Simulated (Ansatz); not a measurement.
## Ansatz (development build ahead of 0.2.0) run

```yaml
crystal:
  periodic: [false, false, false]
  atoms:
    - { symbol: Si, position_ang: [0.0, 0.0, 0.0] }
    - { symbol: C, position_ang: [0.0, 2.7096, 0.0] }
    - { symbol: P, position_ang: [0.0, -3.1588, 0.0] }
basis:
  gaussian: { orbitals: pcseg-2 }
magnetization:
  spin_polarized: true
  initial_magnetization: 1
hamiltonian:
  xc: pbe0
```

The input is written out in the form of the current development build from the run's settings.

The run gave:

```
Converged                       : yes
Total energy                    : -668.26482 hartree
Spin squared of the determinant : 3.282
Stability test                  : minimum
```

Caution: the unrestricted determinant is a mixture of spin states.
